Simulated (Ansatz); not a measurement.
# CH2NSi (SMILES N#C[SiH2]): UBCCD(T)/STO-3G

What is the energy change on altering one bond length of CH2NSi at UBCCD(T)/STO-3G? 

Program for the calculation: Ansatz 0.2.0.

74 further runs of the same task are left out: 5 that didn't finish, 69 set aside as unsound or not needed.

### 1 The system as given

CH2NSi has 5 atoms, charge 0, and is taken as a doublet. As SMILES, `N#C[SiH2]`. The shape is that of a PBE0-D4/def2-TZVP optimisation.

Bond lengths: N1–C2 1.155 Å, C2–Si3 1.830 Å, Si3–H4 1.480 Å, Si3–H5 1.480 Å. Angles: N1–C2–Si3 175.8°, C2–Si3–H4 109.4°, C2–Si3–H5 109.4°, H4–Si3–H5 114.2°.

### 2 The energy at UBCCD(T)/STO-3G

File input.yaml:

```yaml
crystal:
  periodic: [false, false, false]
  atoms:
    - symbol: "N"
      position_ang: [1.041800, -1.219200, 1.572300]
    - symbol: C
      position_ang: [0.565900, -0.625200, 0.703900]
    - symbol: Si
      position_ang: [-0.092000, 0.267800, -0.751900]
    - symbol: H
      position_ang: [-1.455400, -0.223000, -1.053700]
    - symbol: H
      position_ang: [-0.010400, 1.726000, -0.511800]
basis:
  gaussian:
    orbitals: STO-3G
magnetization:
  spin_polarized: true
  initial_magnetization: 1
correlation:
  method: bccd_t
  frozen_orbitals: {C: 1, H: 0, "N": 1, Si: 5}
accuracy: high
scf:
  omitted_lower_state_checks: [cluster_reference, increment]
```

Launch:

```console
ansatz run input.yaml --threads 1 --pin off --max-ram 2610MiB --events-out events.jsonl --progress --plain --runs-dir runs
```

The log of the run, cut to the lines that bear on the results:

```text
Warning: RAYON_NUM_THREADS=1 ignored (pool sized by the plan → 1); use --threads N
Functional definition: HF
  name "HF"
[...]
375 factors; integrals over basis functions are off by at most 1.1e-8 eV
[...]
mean field -10281.93946480 eV, -377.8543059826 hartree, gradient 5.2e-8 eV, S^2 0.901845; 3 other end points of the search recorded, 0 dependent functions left out
7 core orbitals not correlated: weight in the atoms' cores, before any rotation towards them, 1.000 or more for the frozen orbitals, at most 0.000 for the correlated occupied ones
reference -10281.93946480 eV, -377.8543059826 hartree; 8, 7 occupied and 6, 7 virtual orbitals, 375 factors
second order -4.38137366 eV of doubles, -0.00000000 eV of singles
cycle   1  -4.74479574 eV  change   -3.6e-1 eV  update   9.3e-2
[...]
cycle  25  -5.30528103 eV  change   -1.1e-9 eV  update  9.5e-10
perturbative correction -0.06058878 eV, -0.0022265967 hartree
Total energy: -10287.30533462 eV, -378.0514980612 hartree
Checks for a lower state left out: cluster_reference, increment
```

Wall time 0.44 s (1 thread of Arm Neoverse V1, shared host).

### 3 The distorted shape at the same level

Edit input.yaml of step 2 so:

```diff
@@ -4,3 +4,3 @@
     - symbol: "N"
-      position_ang: [1.041800, -1.219200, 1.572300]
+      position_ang: [1.160762, -1.367684, 1.789377]
     - symbol: C
```

Launch:

```console
ansatz run input.yaml --threads 1 --pin off --max-ram 2610MiB --events-out events.jsonl --progress --plain --runs-dir runs
```

The log of the run, cut to the lines that bear on the results:

```text
Warning: RAYON_NUM_THREADS=1 ignored (pool sized by the plan → 1); use --threads N
Functional definition: HF
  name "HF"
[...]
371 factors; integrals over basis functions are off by at most 1.7e-8 eV
[...]
mean field -10280.84762480 eV, -377.8141816027 hartree, gradient 2.0e-8 eV, S^2 2.144180; 3 other end points of the search recorded, 0 dependent functions left out
7 core orbitals not correlated: weight in the atoms' cores, before any rotation towards them, 1.000 or more for the frozen orbitals, at most 0.000 for the correlated occupied ones
reference -10280.84762480 eV, -377.8141816027 hartree; 8, 7 occupied and 6, 7 virtual orbitals, 371 factors
second order -2.31973101 eV of doubles, -0.00000000 eV of singles
cycle   1  -2.97360414 eV  change   -6.5e-1 eV  update   1.0e-1
[...]
cycle  50  -4.66021371 eV  change   4.9e-11 eV  update  1.5e-10
perturbative correction -0.12559040 eV, -0.0046153622 hartree
Total energy: -10285.63342892 eV, -377.9900566599 hartree
Checks for a lower state left out: cluster_reference, increment
```

It took 0.68 s on 1 thread of Arm Neoverse V1, shared host.

### 4 What came out

Level: UBCCD(T)/STO-3G, 7 core orbitals frozen.

| quantity | value |
| --- | --- |
| first shape: total energy | -378.05150 Eh |
| first shape: correlation energy (7 core orbitals frozen) | -197.2 mEh |
| first shape: (T) correction | -2.23 mEh |
| first shape: ⟨S²⟩ of the reference determinant | 0.902 |
| distorted shape: total energy | -377.99006 Eh |
| distorted shape: correlation energy (7 core orbitals frozen) | -175.9 mEh |
| distorted shape: (T) correction | -4.62 mEh |
| distorted shape: ⟨S²⟩ of the reference determinant | 2.144 |
| energy change with the N1–C2 bond stretched from 1.155 to 1.443 Å | 1.672 eV |

With the N1–C2 bond stretched from 1.155 to 1.443 Å the energy rises by 1.67 eV (161 kJ/mol). The first shape isn't relaxed at this level, so the change isn't measured from a minimum. The minimal basis adds a large error of its own. ⟨S²⟩ (first shape) is 0.90 where a pure doublet has 0.75: the reference is spin-contaminated. The triples (first shape) make up 1.1 % of the correlation energy. ⟨S²⟩ (distorted shape) is 2.14 where a pure doublet has 0.75: the reference is spin-contaminated. The triples (distorted shape) make up 2.6 % of the correlation energy.
